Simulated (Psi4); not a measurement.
Reaction (SMILES): C[SiH3] (CH3-SiH3) + [H][H] (H2) → C (CH4) + [SiH4] (SiH4)
B3LYP-D3(BJ)/def2-TZVP geometries, fixed; electronic energies without zero-point terms.

Effect of the grid (radial, spherical points) at PBE/aug-cc-pV(T+d)Z with Psi4, against the last row, where the energy of full hydrogenation is -6.91 kcal/mol. Cost is core time over that of grid: 35, 110, rough, on shared machines of one kind.

| setting | grid points, largest species | largest shift of a total energy (mEh) | shift of the energy of full hydrogenation (kcal/mol) | cost |
|---|---|---|---|---|
| grid: 35, 110 | 30227 | 0.421 | -0.054 | 1× |
| grid: 50, 194 | 76049 | 0.035 | 0.005 | 2× |
| grid: 75, 302 | 174950 | 0.002 | 0.002 | 2× |
| grid: 99, 590 | 448019 | 0.000 | 0.000 | 4× |
| grid: 150, 974 | 1118345 | 0.000 | 0.000 | 10× |

Within 0.05 kcal/mol in the energy of full hydrogenation: grid: 50, 194; grid: 75, 302; grid: 99, 590. The largest shift is 0.421 mEh in a total energy and 0.054 kcal/mol in the difference.
